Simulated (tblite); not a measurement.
Species: C₃H₆N (doublet state).
SMILES with atom numbers: `[NH2:1][C@H:2]1[CH:3][CH2:4]1` (hydrogens: H5, H6 on N1; H7 on C2; H8 on C3; H9, H10 on C4)

Structure optimised with GFN2-xTB, isolated species. This method treats the open shell by occupation alone, without spin polarisation.

Question: List the bond lengths, angles and torsions at this level.

Answer: 
```
        bond  length (pm)   order
       N1–C2        143.3  single
       C2–C3        146.6  single
       C3–C4        146.8  single
       C2–C4        152.7  single
N1–H5, N1–H6        101.3  single
       C2–H7        108.4  single
       C3–H8        107.5  single
       C4–H9        108.5  single
      C4–H10        108.1  single
```

Bonds in one row agree within 1 pm and their mean is given. Orders are formal, as drawn. A selection of angles:
```
    angle  degrees
 C2–N1–H5    112.0
 H5–N1–H6    109.2
 N1–C2–C3    121.4
 N1–C2–C4    119.4
 N1–C2–H7    111.6
 C3–C2–C4     58.7
 C3–C2–H7    120.1
 C4–C2–H7    116.1
 C2–C3–C4     62.7
 C2–C3–H8    126.6
 C4–C3–H8    125.2
 C3–C4–H9    120.0
C3–C4–H10    119.4
 C2–C4–C3     58.6
 C2–C4–H9    120.6
C2–C4–H10    115.1
H9–C4–H10    112.9
```

Dihedral angles: N1–C2–C3–C4 108° (anticlinal); N1–C2–C4–C3 -111° (anticlinal).

N1 (nitrogen bonded to C and 2 H) is pyramidal (angles 112.0°, 111.3° and 109.2°, sum 332.6°, 0.35 Å off the plane of its three neighbours). The C–C distances run from 1.466 Å (C2–C3, drawn single) to 1.527 Å (C2–C4, drawn single), a spread of 0.061 Å. C3 (carbon bonded to 2 C and H) is pyramidal (angles 126.6°, 125.2° and 62.7°, sum 314.6°, 0.46 Å off the plane of its three neighbours). The 3-membered ring C2–C3–C4 has internal angles of 58.6° to 62.7°.

Its GFN2-xTB frequencies are all real (lowest 222 cm⁻¹). Torsions: H–N1–C2–C3 104° and -18°. 2 starts were optimised and ended at 0.00 and 1.15 kcal/mol (GFN2-xTB); the lowest of these is shown.

On Arm Neoverse V1, one thread, shared host with 64 logical CPUs at a one-minute load of 22, this took 0.16 s of wall time. That covers the optimisation of the geometry.

One conformer stands for the species.

The numbers are calculated, not measured.
